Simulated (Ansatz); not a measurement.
**Worked example: vertical ionisation energy of HOCN (cyanic acid)**

HOCN has 4 atoms, charge 0, and is taken as a singlet. As SMILES, `N#CO`. Geometry: relaxed at PBE0-D4/def2-TZVP.

```jsonl
{"atom": "N", "x (Å)": "-1.3430", "y (Å)": "-0.1633", "z (Å)": "0.8844"}
{"atom": "C", "x (Å)": "-0.4319", "y (Å)": "0.0726", "z (Å)": "0.2189"}
{"atom": "O", "x (Å)": "0.5583", "y (Å)": "0.3988", "z (Å)": "-0.5411"}
{"atom": "H", "x (Å)": "1.2166", "y (Å)": "-0.3082", "z (Å)": "-0.5622"}
```

Both states at this one shape; open shells run unrestricted unless said. 1 Eh = 27.2114 eV.

```tsv
level	program	singlet HOCN (Eh)	doublet CHNO+ (Eh)
r2SCAN/MINI	Ansatz	-167.268617	-166.757770
MP2/6-311+G**, 3 core orbitals frozen	Ansatz	-168.272117	-167.818425
MP2/6-311++G(3df,3pd), 3 core orbitals frozen	Ansatz	-168.369981	-167.909877
```

Problem. Work out the vertical ionisation energy at each level.

Solution. 
1. r2SCAN/MINI: -166.757770 − (-167.268617) = 0.510847 Eh = 13.90 eV.
2. MP2/6-311+G**: -167.818425 − (-168.272117) = 0.453692 Eh = 12.35 eV.
3. MP2/6-311++G(3df,3pd): -167.909877 − (-168.369981) = 0.460104 Eh = 12.52 eV.

No measured value is set beside it here; the levels span 12.35 to 13.90 eV. Minimal sets are far from the basis-set limit.
